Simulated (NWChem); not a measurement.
dichloromethane (CH$_{2}$Cl$_{2}$); SMILES ClCCl

```xyz
5

Cl     1.4943     0.0000     0.2157
C      0.0000     0.0000    -0.7601
Cl    -1.4943     0.0000     0.2157
H      0.0000     0.9097    -1.3865
H      0.0000    -0.9097    -1.3865
```
Atoms are numbered in this order, from 1.

STO-3G and 3-21G are far too small for this property and stand as cheap habits. Structure relaxed at the PBE-D3(BJ)/def2-SVP level.

Symmetry labels are those of C2v in the frame above (b1 and b2, or b-type labels, depend on it).

Task: List the 4 lowest vertical singlet excitations from Hartree-Fock/3-21G, CIS (NWChem).

Result: 
```csv
state,energy (eV),oscillator strength,symmetry,leading excitation (squared amplitude)
S1,8.12,0.003,b2,HOMO → LUMO (0.83)
S2,8.27,0.018,b1,HOMO−1 → LUMO (0.76)
S3,8.48,0.000,a2,HOMO−3 → LUMO (0.63)
S4,8.67,0.001,a1,HOMO−2 → LUMO (0.70)
```
